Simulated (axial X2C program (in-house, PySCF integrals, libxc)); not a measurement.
## LiS⁺: from the spin-free to the two-component result

All values were computed with an in-house relativistic program for diatomic molecules. Spin-free means the one-electron spin-free X2C Hamiltonian; two-component (2c) means X2C with spin–orbit coupling and atomic mean-field two-electron Coulomb and Gaunt terms, so the difference of the two also holds small scalar two-electron terms. Basis: S dyall-v3z [8s7p2d1f], Li dyall-v3z [7s8p2d] (cores contracted in-house); Gaussian nuclei, density fitting, unrestricted open shells. Masses: S 31.972 u, Li 7.016 u.

Spin-free state: M_S = 1, Λ = 0 (beyond evenly filled blocks: π+α, π-α); fragments S + Li+.

```tsv
level	Re (Å)	ωe (cm⁻¹)	De (eV)	μ (D)
PBE0	2.456	347.7	0.855	7.50
HF	2.482	340.8	0.792	7.78
MP2	2.494	330.4	0.764	n/a
LDA	2.440	349.0	0.897	7.34
BP86	2.493	325.2	0.793	7.61
```

Correlated methods: 6 electrons correlated (number of frozen shells: S 2 s, 1 p; Li 1 s), 140 virtual spin orbitals or spinors in MP2.

Dipoles are positive if Li is the positive end and refer to the centre of mass.

Two-component determinant lowest at the distance of the search:

Ω = 1 (⟨Sz⟩ = 1.00, ⟨Lz⟩ = 0.00 at HF); fragments S + Li+.

```csv
level,Re (Å),ωe (cm⁻¹),De (eV),μ (D)
PBE0,2.456,347.6,0.855,7.50
HF,2.483,340.7,0.790,7.78
MP2,2.494,330.5,0.741,n/a
LDA,2.440,349.0,0.880,7.34
BP86,2.493,325.2,0.793,7.61
```

(1) From the two tables, how do the constants change at the MP2 level (2c against spin-free)?

Occupations by symmetry block were frozen at the best pattern of an incomplete PBE0 search. Dissociation energies refer to the lowest single-determinant-based atoms at the same level and basis. Density functionals use the spin component along the axis (collinear). In 2c an atomic determinant is not the ground J level, so De misses part of the atomic spin–orbit lowering. This holds for PBE0, BP86. The functionals have no current-density term, which raises determinants with orbital currents, atoms included. With several unpaired electrons one determinant need not be a pure state. Open-shell Ω = 0 determinants with evenly filled partner blocks cannot be reached by this program, so the Ω shown need not be the lowest component. This is the Ω = 1 component of a π² triplet; the 0⁺ component is not one determinant and can lie lowest.

## Answers

(1) At the MP2 level Re is unchanged within 0.001 Å and ωe is unchanged to within 0.2 cm⁻¹; De changes by -0.023 eV.
